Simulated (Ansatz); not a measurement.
A made-up structure of SiH₂SO, closed shell:

```xyz
5
angstrom
O -0.9416 -0.7902 1.5280
Si 1.1594 0.7707 -0.6340
S -0.5420 -0.3020 -0.0614
H -1.2724 -0.5404 -1.1837
H 1.6406 0.8304 0.7007
```

It is relaxed with PBE-D4/def2-SVP and then PBE0-D4/def2-TZVP (Ansatz 0.2.0). Atoms count as bonded within 1.22 times the sum of their covalent radii (H–H: 0.88 Å). The end point is not checked to be a true minimum.

Does its bonding change? (Judge from chemistry; the calculation decides.)

Computed: No: no bond forms or breaks.

Where it ends: The first stage lowers the energy by 0.92 eV in 6 steps. It ends as SiH₂SO ([O][SH][SiH]):
```xyz
5
angstrom
O -1.0136 -0.7945 1.2988
Si 1.1526 0.7772 -0.6999
S -0.4703 -0.2754 0.0290
H -1.2954 -0.5826 -1.0046
H 1.6707 0.8438 0.7261
```

Labels in which every atom is bracketed show which atoms are joined, not bond orders.

For scale, one of the runs: PBE0-D4/def2-TZVP relaxation, 117 basis functions, launched by `ansatz run in.yaml --threads 2 --pin off --events-out ev --progress --plain --max-ram 4352MiB`. The run took about 13 s on 2 CPU threads of an Arm Neoverse V1 (shared host).
